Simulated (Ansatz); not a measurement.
Diamond-structure Si was calculated with HSE06 in Ansatz (plane waves, PAW).

The same calculation (at the measured cell, 20.013 Å³/atom) with different numerical settings:

```json
[
 {"run": "1", "k mesh": "4×4×4", "gap on the mesh (eV)": "1.312", "total energy (eV/atom)": "-636.2083"},
 {"run": "2", "k mesh": "6×6×6", "gap on the mesh (eV)": "1.279", "total energy (eV/atom)": "-636.2839"},
 {"run": "3", "k mesh": "8×8×8", "gap on the mesh (eV)": "1.172", "total energy (eV/atom)": "-636.2923"},
 {"run": "4", "k mesh": "10×10×10", "gap on the mesh (eV)": "1.133", "total energy (eV/atom)": "-636.2935"},
 {"run": "5", "k mesh": "12×12×12", "gap on the mesh (eV)": "1.123", "total energy (eV/atom)": "-636.2936"}
]
```

In the column total energy (eV/atom) the first row differs from the last by +0.0853 and the next to last by +0.0001.

The last row is no converged limit: other settings stay fixed.

Ansatz is a program for electronic structure.
